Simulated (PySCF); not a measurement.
## Dipole moment and polarisability of hydroxyfluoroborane

Species: hydroxyfluoroborane, BFH2O.
Cartesian coordinates in Å at the PBE0-D3(BJ)/def2-SVP level; atoms count from 1:
```
atom  x, y, z in Å
O1     0.8803   -0.4715   -0.0272
B2    -0.3812   -0.0107   -0.0199
F3    -1.3544   -0.8985   -0.1357
H4     1.5361    0.2254    0.0650
H5    -0.6636    1.1610    0.0835
```

Level: CAM-B3LYP/def2-SVPD (PySCF), static field, nuclei fixed, core orbitals frozen in the response. The polarisability tensor in these axes (au):

```
x   23.63  0.19  0.23
y    0.19 21.16  0.42
z    0.23  0.42 16.97
```

Question: Diagonalise the tensor; give its mean and Δα, where Δα² is half the sum of the squared differences of the eigenvalues.

Answer: Principal values 16.92, 21.18 and 23.65 au; mean 20.59 au = 3.05 Å³ = 3.39 × 10⁻⁴⁰ C²·m²/J; Δα = 5.90 au (29 % of the mean).

Question: What is the dipole moment, and where does it point?

Answer: (1.56, 1.98, 0.25) D, 2.53 D in size, pointing from the negative to the positive side. Measured along this direction, the outermost atoms are F3 at the negative end and H4 at the positive end.

Question: Form Σ f/ω² (atomic units) for the 10 lowest TDDFT singlets, given as eV and f, and set it beside the mean polarisability, which is this sum over all singlets: 8.37, 0.0273; 8.96, 0.0029; 9.25, 0.0357; 9.94, 0.0916; 10.31, 0.0455; 10.34, 0.0018; 10.84, 0.3125; 10.93, 0.0009; 11.22, 0.1300; 11.59, 0.0328.

Answer: They add up to 4.56 au, 22.1 % of the 20.59 au; the largest single term is 1.97 au, from the state at 10.84 eV. Terms in order: 0.29, 0.03, 0.31, 0.69, 0.32, 0.01, 1.97, 0.01, 0.76, 0.18 au. Higher excitations give the rest. The strengths listed sum to 0.681.

Question: What would n − 1 = 2πNα be for an ideal gas of these molecules at 350 K and 1 atm, electronic part alone?

Answer: N = p/kT = 2.0968 × 10¹⁹ cm⁻³, so n − 1 = 2π × N × 3.05 × 10⁻²⁴ cm³ = 402 × 10⁻⁶ at long wavelengths, for an ideal gas.

Question: Find the Langevin capture rate constant for H3O+ (19.018 u) meeting this molecule (48.018 u), k = 2.342 × 10⁻⁹ cm³/s × √(α in Å³ / reduced mass in u).

Answer: The reduced mass is 13.62 u, so k = 1.11 × 10⁻⁹ cm³/s. The formula leaves out the permanent dipole, which adds to the capture rate.

Question: What depolarisation ratio follows for Rayleigh scattering of linearly polarised light, taking the static tensor?

Answer: ρ = 3Δα²/(45ᾱ² + 4Δα²) = 104.3/(19069 + 139.0) = 0.00543.

Question: In a dilute gas of rigid molecules at 350 K, how does the orientational term μ²/3kT compare with the electronic polarisability?

Answer: In Gaussian units μ²/3kT = 44.08 Å³ against 3.05 Å³, a ratio of 14.45; the Debye molar polarisation (4π/3)N_A(α + μ²/3kT) is 118.9 cm³/mol, leaving out the vibrational part.

One conformer (not necessarily the lowest) at the PBE0-D3(BJ)/def2-SVP geometry, without solvent, vibrations or thermal averaging.
